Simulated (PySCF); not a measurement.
Below is a simulated gas-phase C 1s photoelectron spectrum of `C[C@@H](O)c1ccccc1` (1-phenylethanol).

Every computed line was given a Gaussian of 0.7 eV full width at half maximum and an area set by the number of equivalent atoms; the highest printed point is 100. The calculation used delta-SCF UKS SCAN, pcX-2 on the ionised atom, pcseg-1 elsewhere, spin-free X2C in PySCF.

binding energy (eV), intensity and a bar:
```
    289.1          0 
    289.2          1 
    289.3          2 
    289.4          4 #
    289.5          9 ###
    289.6         18 #####
    289.7         31 #########
    289.8         49 ###############
    289.9         68 ####################
    290.0         86 ##########################
    290.1         97 #############################
    290.2        100 ##############################
    290.3         93 ############################
    290.4         80 ########################
    290.5         63 ###################
    290.6         47 ##############
    290.7         34 ##########
    290.8         23 #######
    290.9         15 ####
    291.0          9 ###
    291.1          5 ##
    291.2          3 #
    291.3          2 
    291.4          1 
    291.5          2 #
    291.6          3 #
    291.7          6 ##
    291.8          9 ###
    291.9         12 ####
    292.0         15 ####
    292.1         16 #####
    292.2         16 #####
    292.3         14 ####
    292.4         11 ###
    292.5          7 ##
    292.6          5 #
    292.7          3 #
    292.8          1 
    292.9          1 
    293.0          0 
    293.1          0
```

Question: Count the maxima, the lines and the sites behind this envelope.

Answer: The curve has 2 maxima (at 290.2 and 292.1 eV). Under it lie 6 lines from 6 inequivalent carbon sites. At this width some lines have no maximum of their own.

Question: Decompose the envelope and assign each component. Numbering: `[CH3:1][C@@H:2]([OH:3])[c:4]1[cH:5][cH:6][cH:7][cH:8][cH:9]1`.

Answer: 
| position (eV) | relative area | line | atoms | environment |
| --- | --- | --- | --- | --- |
| 290.10 | 1 | C 1s | C7 | aromatic CH carbon |
| 290.11 | 2 | C 1s | C5/C9 | aromatic CH carbon |
| 290.19 | 2 | C 1s | C6/C8 | aromatic CH carbon |
| 290.20 | 1 | C 1s | C4 | substituted aromatic carbon |
| 290.63 | 1 | C 1s | C1 | methyl carbon |
| 292.13 | 1 | C 1s | C2 | carbinol carbon (C–OH) |

Lowest listed C 1s: C7, bonded to 2 C (aromatic in the SMILES) and H. Highest, 2.03 eV above it: C2, bonded to O, 2 C and H. The values 290.10 and 290.11 eV; the values 290.19 and 290.20 eV lie too close for their order to be trusted.

Shake-up satellites, vibrational structure and lifetime widths aren't simulated. Topologically equivalent atoms share the value of their first member; where this conformer doesn't relate them by symmetry, their own values could differ. The unrestricted hole states depart most from a pure doublet (⟨S²⟩ = 0.75; over 0.85 named) for C 1s of C4 (0.85), which makes this value less certain. The structure is a single PBE0-D3(BJ)/def2-SVP conformer in the gas phase; no vibrational or solvent corrections.

Conformer computed: `[CH3:1][C@@H:2]([OH:3])[c:4]1[cH:5][cH:6][cH:7][cH:8][cH:9]1`: C1–C2–C4–C5 34°, H–O3–C2–C1 65°.
